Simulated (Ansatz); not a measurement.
# One shape, several levels: SiH2S (SMILES [SiH]S)

We compute a comparison of 6 runs (HF/STO-3G, HSE06/STO-3G, UPBE0/STO-3G, r2SCAN/STO-3G, wB97X/STO-3G, CCSD(T)/STO-3G) of SiH2S. 

The calculation is run with Ansatz 0.2.0.

46 further runs of the same task are left out: 46 set aside as unsound or not needed.

### 1 The structure to begin with

The species is SiH2S (4 atoms), meant as a singlet with charge 0. SMILES: `[SiH]S`. The H3–Si1 distance was set to 2.288 Å, away from the relaxed value. At this shape a bond of the SMILES string is far longer than usual.

Bond lengths: Si1–S2 2.115 Å, S2–H4 1.346 Å. Angles: Si1–S2–H4 97.5°. A long bond or contact: Si1–H3 2.288 Å.

### 2 The energy at HF/STO-3G (run 1)

File in.yaml:

```yaml
crystal:
  periodic: [false, false, false]
  atoms:
    - {symbol: Si, position_ang: [-0.902957, -1.016199, -0.249054]}
    - {symbol: S, position_ang: [-0.449657, 1.017001, -0.616754]}
    - {symbol: H, position_ang: [1.017500, -1.190800, 0.981400]}
    - {symbol: H, position_ang: [-1.529857, 1.304201, -1.366354]}
basis:
  gaussian:
    orbitals: STO-3G
magnetization:
  spin_polarized: false
hamiltonian:
  xc: hf
accuracy: high
```

Run with:

```
$ ansatz run in.yaml --threads 1 --pin off --max-ram 2610MiB --events-out events.jsonl --progress --plain --runs-dir runs
```

Standard output:

```text
Warning: RAYON_NUM_THREADS=1 ignored (pool sized by the plan → 1); use --threads N
Functional definition: HF
  name "HF"
  exchange = exact_x
  correlation = 0
342 factors; integrals over basis functions are off by at most 1.0e-8 eV
mean field evaluation 1: about -18494.1063 eV, gradient 2.0e1 eV
mean field evaluation 2: about -18494.1376 eV, gradient 2.0e1 eV
mean field evaluation 4: about -18497.0202 eV, gradient 9.9e-1 eV
mean field evaluation 8: about -18497.0266 eV, gradient 3.7e-2 eV
mean field -18497.02658635 eV, -679.7531893135 hartree, gradient 9.1e-9 eV, S^2 0.000000; 0 other end points of the search recorded, 0 dependent functions left out
reference -18497.02658635 eV, -679.7531893135 hartree; 16, 16 occupied and 4, 4 virtual orbitals, 342 factors
Total energy: -18497.02658635 eV, -679.7531893135 hartree
```

Run time: 0.12 s. Hardware: 1 thread of AMD EPYC 7R43 (Zen 3), shared host.

### 3 The energy at HSE06/STO-3G (run 2)

File molecule.yaml:

```yaml
basis:
  gaussian: {orbitals: STO-3G}
crystal:
  periodic: [false, false, false]
  atoms:
    - symbol: Si
      position_ang: [-0.902957, -1.016199, -0.249054]
    - symbol: S
      position_ang: [-0.449657, 1.017001, -0.616754]
    - symbol: H
      position_ang: [1.017500, -1.190800, 0.981400]
    - symbol: H
      position_ang: [-1.529857, 1.304201, -1.366354]
hamiltonian: {xc: {name: HSE06}}
accuracy: high
```

Run with:

```
$ ansatz run molecule.yaml --threads 1 --pin off --max-ram 2610MiB --events-out events.jsonl --progress --plain --runs-dir runs
```

Standard output:

```text
Warning: RAYON_NUM_THREADS=1 ignored (pool sized by the plan → 1); use --threads N
Functional definition: HSE06
  name "HSE06"
  parameter a = 0.25
  parameter omega = 0.11/bohr
  exchange = pbe_x - a*pbe_x_sr(omega) + a*exact_x_sr(omega)
  correlation = pbe_c
342 factors; integrals over basis functions are off by at most 1.0e-8 eV
59 factors; integrals over basis functions are off by at most 8.8e-10 eV
mean field evaluation 1: about -18519.3587 eV, gradient 2.1e1 eV
mean field evaluation 2: about -18505.9453 eV, gradient 5.3e1 eV
mean field evaluation 4: about -18522.6162 eV, gradient 1.5e0 eV
mean field evaluation 8: about -18522.6003 eV, gradient 1.4e-1 eV
mean field evaluation 16: about -18522.6004 eV, gradient 6.8e-7 eV
mean field -18522.60038267 eV, -680.6930089937 hartree, gradient 8.5e-8 eV, S^2 0.000000; 0 other end points of the search recorded, 0 dependent functions left out
reference -18522.60038446 eV, -680.6930090596 hartree; 16, 16 occupied and 4, 4 virtual orbitals, 342 factors
Total energy: -18522.60038446 eV, -680.6930090596 hartree
```

Wall time 1.1 s (1 thread of AMD EPYC 7R43 (Zen 3), shared host); peak memory 0.11 GiB.

Runs 3 to 5 aren't shown in full; the table further down has their settings and results.

### 4 The energy at CCSD(T)/STO-3G (run 6)

File input.yaml:

```yaml
crystal:
  periodic: [false, false, false]
  atoms:
    - {symbol: Si, position_ang: [-0.902957, -1.016199, -0.249054]}
    - {symbol: S, position_ang: [-0.449657, 1.017001, -0.616754]}
    - {symbol: H, position_ang: [1.017500, -1.190800, 0.981400]}
    - {symbol: H, position_ang: [-1.529857, 1.304201, -1.366354]}
basis:
  gaussian: {orbitals: STO-3G}
correlation: {method: ccsd_t, frozen_orbitals: {H: 0, S: 5, Si: 5}}
accuracy: high
scf: {omitted_lower_state_checks: [cluster_reference, increment]}
```

Run with:

```
$ ansatz run input.yaml --threads 1 --pin off --max-ram 2610MiB --events-out events.jsonl --progress --plain --runs-dir runs
```

Standard output, cut to the lines that bear on the results:

```text
Warning: RAYON_NUM_THREADS=1 ignored (pool sized by the plan → 1); use --threads N
Functional definition: HF
  name "HF"
[...]
342 factors; integrals over basis functions are off by at most 1.0e-8 eV
[...]
mean field -18497.02658635 eV, -679.7531893135 hartree, gradient 9.1e-9 eV, S^2 0.000000; 0 other end points of the search recorded, 0 dependent functions left out; unrestricted orbitals would lower it
10 core orbitals not correlated: weight in the atoms' cores, before any rotation towards them, 1.000 or more for the frozen orbitals, at most 0.000 for the correlated occupied ones
reference -18497.02658635 eV, -679.7531893135 hartree; 6, 6 occupied and 4, 4 virtual orbitals, 342 factors
second order -2.30283918 eV of doubles, -0.00000000 eV of singles
cycle   1  -2.90323125 eV  change   -6.1e-1 eV  update   1.3e-1
[...]
cycle  27  -3.46285713 eV  change   7.1e-10 eV  update  2.6e-10
perturbative correction -0.07861244 eV, -0.0028889538 hartree
WARN: these amplitudes may be one of several solutions (largest doubles amplitude 0.32, level shift 0.03 eV)
Total energy: -18500.56805592 eV, -679.8833359195 hartree
Checks for a lower state left out: cluster_reference, increment
```

Wall time 0.18 s (1 thread of AMD EPYC 7R43 (Zen 3), shared host).

### 5 The series

| run | level | frozen core orbitals | energy (Eh) | wall time |
| --- | --- | --- | --- | --- |
| 1 | HF/STO-3G | – | -679.753189 | 0.12 s |
| 2 | HSE06/STO-3G | – | -680.693009 | 1.1 s |
| 3 | UPBE0/STO-3G | – | -680.705809 | 1.6 s |
| 4 | r2SCAN/STO-3G | – | -680.923608 | 1.9 s |
| 5 | wB97X/STO-3G | – | -680.931271 | 4.2 s |
| 6 | CCSD(T)/STO-3G | 10 | -679.883336 | 0.18 s |

### 6 Summary of results

```
                                           quantity          value
                                run 6: total energy  -679.88334 Eh
run 6: correlation energy (10 core orbitals frozen)     -130.1 mEh
                              run 6: (T) correction      -2.89 mEh
                               run 6: T1 diagnostic          0.030
```

**Reading.** Totals of different functionals can't be ranked against each other. In run 6 the T1 diagnostic is large, so a single reference may not serve. In run 6 the log says that unrestricted orbitals would lower the reference, so the values rest on an unstable closed-shell determinant (other closed-shell runs at this shape may share the fault). In runs 1, 2, 3, 4, 5, 6 the basis is minimal, so the values are rough. All runs together took 9.1 s, the longest 4.2 s.
